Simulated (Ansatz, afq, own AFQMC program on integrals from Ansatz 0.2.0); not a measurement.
AFQMC on a folder of integrals that Ansatz 0.2.0 wrote.

```yaml
crystal:
  periodic: [false, false, false]
  atoms:
    - {symbol: B, position_ang: [0.000000, 0.000000, 0.000000]}
    - {symbol: O, position_ang: [0.000000, 0.000000, 2.575000]}
basis:
  gaussian: {orbitals: 6-31G}
magnetization: {spin_polarized: true, initial_magnetization: 3}
correlation: {method: ccsd_t, electrons: outside_noble_gas, hamiltonian_folder: ham}
```

```sh
$ ansatz run in.yaml --threads 1 --pin off --events-out ev --progress --plain --max-ram 16896MiB --backend cuda --devices 0, --max-vram 18GiB
```

Options of the walk:

```
--method phaseless --trial cisd --walkers 20 --populations 1 --least-time 40 --time-step 0.04 --steps-per-block 5 --equilibration-blocks 15 --max-blocks 200 --target-error 0.00144 --factor-cut 1e-05 --start determinant --seed 4557 --release-times 0.2,0.4 --release-step 0.02 --release-every 5 --taylor-order 4
```

Times are imaginary, in 1/Eh. The walk had a cap of 60 s.

Output of the walk:

```
orbitals 16  electrons 6 3  factors 82 of 201
reference energy -99.29721675 Eh
CCSD correlation -0.10154585 Eh in 22 cycles, weight of the determinant in the CISD state 0.9197
energy of the start -99.398759 Eh
 block  time / (1/Eh)  mean weight  energy / Eh
     1     0.200  1.0081  -99.398182
     2     0.400  0.9981  -99.397866
     3     0.600  1.0012  -99.397812
     4     0.800  0.9758  -99.397619
     5     1.000  1.0040  -99.397266
     7     1.400  1.0186  -99.397568
     9     1.800  0.9997  -99.397673
    11     2.200  0.9784  -99.400376
    21     4.200  0.9973  -99.397529
    31     6.200  0.9780  -99.400597
    41     8.200  1.0191  -99.403441
    51    10.200  0.9695  -99.406826
    61    12.200  0.9964  -99.399765
    71    14.200  0.9823  -99.399455
    81    16.200  1.0047  -99.397839
    91    18.200  0.9859  -99.402088
   101    20.200  1.0119  -99.394542
   111    22.200  0.9939  -99.399711
   121    24.200  1.0297  -99.401755
   131    26.200  1.0015  -99.401803
   141    28.200  0.9972  -99.403739
   151    30.200  1.0223  -99.396140
   161    32.200  0.9973  -99.400666
   171    34.200  1.0088  -99.398378
   176    35.200  1.0121  -99.408051
   181    36.200  0.9947  -99.401858
   191    38.200  1.0223  -99.395159
   201    40.200  1.0268  -99.396255
   211    42.200  0.9375  -99.400312
blocks merged  error / Eh  count
     1  0.000259  200
     2  0.000316  100
     4  0.000371  50
     8  0.000405  25
    16  0.000409  12
released: time / (1/Eh)  energy / Eh  error  mean overlap
  0.20  -99.399976  0.000497  1.0052
  0.40  -99.399740  0.000430  1.0190
energy -99.400330 +/- 0.000405 Eh
(rows thinned)
```

The run passed its tests (sampling time, drift between the halves within three errors, error under three times the target), which doesn't prove that it has relaxed.

Against this walk (error 11.0 meV) on the same determinant: CCSD(T) 17.3 meV higher (within the noise), CCSDT(Q) 4.1 meV lower (within the noise), CCSDTQ 12.4 meV lower (within the noise), full CI 13.2 meV lower (within the noise), a separate phaseless walk with a CISD trial and standard settings 17.5 ± 11.1 meV higher (within the noise). The error is statistical and leaves out the bias of the constraint. Released to 0.40 1/Eh the energy moves by 16 ± 16 meV (both errors), within twice the noise. The determinant is a poor start (see the cautions), so the low cluster orders aren't to be relied on, and full CI is the sure value.

Cautions: constraint bias not in the error; lower spins were not checked; CCSDTQ is in doubt: among natural orbitals it converges to other amplitudes; the determinant fills πx and πy unequally, so it mixes two states of the linear molecule, and each level undoes that mixture to a different degree, while full CI gives the lower state; so few walkers bias the energy; the time-step error isn't removed.

The walk took 6.6 s on 1 × NVIDIA H100 80GB HBM3 with 2 threads of AMD EPYC 7R13 Processor (Zen 3), with other jobs on the host (the card was shared). The log's last line is the phaseless energy.

CCSDT and higher add their correlation energy to the determinant of the CCSD(T) run, since their own runs factorise the integrals more tightly (a shift of under 2 meV).
